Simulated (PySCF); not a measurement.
silicon monoxide (OSi), SMILES O=[Si] (connectivity only; charge and spin as stated), neutral, multiplicity 1. Coordinates come from a B3LYP-D3(BJ)/def2-TZVPD optimisation.

The numbers are results of PySCF with B3LYP-D3(BJ)/def2-TZVPD, not measurements.

Harmonic wavenumbers (cm⁻¹): 1253. Rotational constants (GHz): 21.65 (linear); symmetry number 1.

Question: Work out the zero-point energy and the ideal-gas rigid-rotor harmonic-oscillator thermochemistry at 298.15 K and 1 atm.

Answer: ZPE = ½ Σ hcν = ½ × 1253 cm⁻¹ = 1.79 kcal/mol. H − E(el) = 3.87 kcal/mol. Entropy in cal/(mol K): translation 37.28, rotation 13.23, vibration 0.03, total 50.54. G − E(el) = -11.20 kcal/mol. Cp = 7.13 cal/(mol K).
